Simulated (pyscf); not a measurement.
**Concerted two-bond exchange: `[SiH2]` [singlet] + `[CH3][OH]` → `[SiH4]` + `[CH2]=[O]`**

Gas phase, singlet surface, charge 0. Bonds broken: C4–H6, O5–H9. Bonds formed: Si1–H6, Si1–H9. Single points on ωB97X-D3(BJ)/def2-SVP structures (PySCF, gas phase). Correlated levels are frozen-core, on RHF or UHF. ΔMP2 is the change of the MP2 total energy from the triple- to the quadruple-zeta basis.

Transition state (Å):

```xyz
9

Si     0.8525     0.8517     0.0775
H      1.4409     1.6289     1.2282
H      2.0890     0.2469    -0.5401
C     -1.5068    -0.4138     0.8190
O     -1.8924     0.5814     0.0997
H     -0.0801    -0.3564     0.8321
H     -1.5435    -1.4411     0.4021
H     -1.6511    -0.3715     1.9167
H     -0.8407     1.0560    -0.3733
```

One imaginary mode, 1741i cm⁻¹; descent along it reached the two sides named, in the forms told below.

| bond | change | reactant side (Å) | saddle | product side |
|---|---|---|---|---|
| C4–H6 | breaks | 1.136 | 1.428 | 3.0 |
| O5–H9 | breaks | 0.967 | 1.247 | 2.9 |
| Si1–H6 | forms | 2.002 | 1.702 | 1.492 |
| Si1–H9 | forms | 2.8 | 1.764 | 1.489 |

Electronic energies relative to the separated reactants (eV):

```json
[
 {"level": "ωB97X-D3(BJ)/def2-TZVP", "barrier": "0.88", "reaction energy": "-1.54", "reverse barrier": "2.41"},
 {"level": "PBE/def2-TZVP", "barrier": "0.36", "reaction energy": "-1.45", "reverse barrier": "1.80"},
 {"level": "r²SCAN/def2-TZVP", "barrier": "0.43", "reaction energy": "-1.58", "reverse barrier": "2.00"},
 {"level": "B3LYP-D3(BJ)/def2-TZVP", "barrier": "0.74", "reaction energy": "-1.47", "reverse barrier": "2.21"},
 {"level": "PBE0-D3(BJ)/def2-TZVP", "barrier": "0.62", "reaction energy": "-1.40", "reverse barrier": "2.02"},
 {"level": "M06-2X/def2-TZVP", "barrier": "0.99", "reaction energy": "-1.29", "reverse barrier": "2.28"},
 {"level": "ωB97M-D3(BJ)/def2-TZVP", "barrier": "1.00", "reaction energy": "-1.37", "reverse barrier": "2.37"},
 {"level": "HF/def2-TZVP", "barrier": "1.95", "reaction energy": "-1.53", "reverse barrier": "3.49"},
 {"level": "MP2/def2-QZVPP", "barrier": "0.88", "reaction energy": "-1.49", "reverse barrier": "2.37"},
 {"level": "CCSD/def2-TZVPP", "barrier": "1.29", "reaction energy": "-1.33", "reverse barrier": "2.63"},
 {"level": "CCSD(T)/def2-TZVPP", "barrier": "1.06", "reaction energy": "-1.38", "reverse barrier": "2.44"},
 {"level": "CCSD(T)/def2-TZVPP + ΔMP2(QZVPP)", "barrier": "1.04", "reaction energy": "-1.37", "reverse barrier": "2.41"}
]
```

With CCSD(T)/def2-TZVPP + ΔMP2(QZVPP) energies and thermal terms (ideal gas, 1 atm, RRHO with modes under 100 cm⁻¹ raised to 100, one conformer, R ln 2 for chiral ones without a mode under 150 cm⁻¹), in eV:

```
T (K)   ΔH‡   ΔG‡     ΔH     ΔG
-----  ----  ----  -----  -----
298    0.84  1.30  -1.52  -1.45
600    0.86  1.76  -1.52  -1.38
900    0.91  2.20  -1.51  -1.32
1200   0.96  2.62  -1.49  -1.25
```

On the reactant side the descent ends in a complex, 0.27 eV under the separated species and 1.15 eV under the saddle at ωB97X-D3(BJ)/def2-TZVP. The same reactants have a lower exit, to H₃C–O–SiH: [singlet] + H₂ (barrier -0.03 eV at ωB97M-D3(BJ)/def2-TZVP, against +1.00 eV here). One saddle was located; it need not be the lowest between these sides. The CCSD(T) − MP2 part came from Ansatz, without density fitting, on the same reference.
